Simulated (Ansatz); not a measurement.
What does this script print? It uses Ansatz 0.2.0, Python API.

The script, `c2h4fnos_freq.py`:
```python
"""Vibrations of C2H4FNOS."""

import logging
import sys
import warnings

import ansatz as az
from ase import Atoms
from ase.thermochemistry import IdealGasThermo
import numpy as np

logging.basicConfig(stream=sys.stdout, format="%(levelname)s:%(name)s:%(message)s")
logger = logging.getLogger("ansatz_job")
logger.setLevel(logging.INFO)

params = {
    "basis": "6-31G*",
    "functional": "pbe0",
}

GEOMETRY = """
N     0.33840   -1.27830   -0.60580
C    -0.11100   -0.10650    0.17480
O     0.37400   -0.25190    1.44990
F    -1.37680   -0.16180    0.30840
C     0.40170    1.16440   -0.49310
S    -0.59040    2.48790   -0.86030
H    -0.36700   -1.30970   -1.36350
H     0.16750   -2.02580   -0.02950
H    -0.24250    0.22210    2.06050
H     1.48920    1.20840   -0.63860
"""

warnings.simplefilter("ignore", az.DeckWarning)

geometry = az.Crystal.molecule()
for line in GEOMETRY.strip().splitlines():
    symbol, *xyz = line.split()
    geometry = geometry.atom(symbol, [float(v) for v in xyz])

model = (
    geometry.calculation()
    .basis(gaussian=params["basis"])
    .functional(params["functional"])
)
symbols = [site.symbol for site in geometry.cartesian_sites]
start = np.array([site.position_ang for site in geometry.cartesian_sites], dtype=float)
rep = model.relax(force_tolerance=0.003).run().report
end = np.array(rep["positions_ang"])

logger.info("final positions (A) and the move of each atom")
for symbol, xyz, old in zip(symbols, end, start):
    logger.info(f"{symbol:2s} {xyz[0]:10.5f} {xyz[1]:10.5f} {xyz[2]:10.5f}   {np.linalg.norm(xyz - old):7.4f}")

# frequencies need a stationary point, so they are taken at the relaxed geometry
minimum = az.Crystal.molecule()
for symbol, place in zip(symbols, end):
    minimum = minimum.atom(symbol, place.tolist())
vibrating = (
    minimum.calculation()
    .basis(gaussian=params["basis"])
    .functional(params["functional"])
    .phonons(temperatures=(200, 600, 100))
)
vib = vibrating.run().report["vibrations"]
sums = vib["harmonic_sums"]
modes = [m["omega_inv_cm"] for m in sums["modes_at_gamma"] if m["rigid_motion"] == "no"]
print("frequencies (1/cm):", " ".join(f"{w:.0f}" for w in modes))
print("imaginary modes:", sum(w < 0 for w in modes), " zero-point energy:", round(sums["zero_point_energy_ev"], 4), "eV")
# rigid rotor and ideal gas, symmetry number taken as one
gas = IdealGasThermo(vib_energies=[w / 8065.544 for w in modes if w > 0], geometry="linear" if len(modes) == 3 * len(symbols) - 5 else "nonlinear",
                     atoms=Atoms(symbols, positions=end), symmetrynumber=1, spin=0.0)
logger.info(f"H(298 K) - E = {gas.get_enthalpy(298.15, verbose=False):.4f} eV")
logger.info(f"S(298 K, 1 bar) = {96485.33 * gas.get_entropy(298.15, 1e5, verbose=False):.1f} J/(mol K) with symmetry number 1")
```

```console
$ python c2h4fnos_freq.py
INFO:ansatz_job:final positions (A) and the move of each atom
INFO:ansatz_job:N     0.29476   -1.23559   -0.58520    0.0644
INFO:ansatz_job:C    -0.15650   -0.14541    0.18847    0.0614
INFO:ansatz_job:O     0.39602   -0.28486    1.45092    0.0397
INFO:ansatz_job:F    -1.53422   -0.10399    0.32134    0.1682
INFO:ansatz_job:C     0.33148    1.15597   -0.43438    0.0919
INFO:ansatz_job:S    -0.57033    2.40369   -0.90758    0.0986
INFO:ansatz_job:H    -0.20529   -1.27300   -1.46672    0.1953
INFO:ansatz_job:H     0.14450   -2.10051   -0.07307    0.0895
INFO:ansatz_job:H    -0.03900    0.36623    2.02058    0.2525
INFO:ansatz_job:H     1.42168    1.16627   -0.51157    0.1499
frequencies (1/cm): 47 223 268 350 371 391 473 534 626 800 839 881 1043 1070 1148 1260 1339 1387 1456 1683 3164 3546 3651 3806
imaginary modes: 0  zero-point energy: 1.8816 eV
INFO:ansatz_job:H(298 K) - E = 2.0868 eV
INFO:ansatz_job:S(298 K, 1 bar) = 341.3 J/(mol K) with symmetry number 1
```

The frequencies are harmonic and unscaled, in a modest basis. The result belongs to the one conformer reached from this start, and soft torsions count as harmonic oscillators. The entropy takes a symmetry number of 1; a symmetric molecule's is lower by R ln(sigma). Timing: 4.5 min on 1 thread of Arm Neoverse V2 (shared host), peak memory 0.35 GiB.

(A comment or docstring line of the script was reworded after the run, the code is as it ran; lines on the test bed's own set-up are left out of the output.)
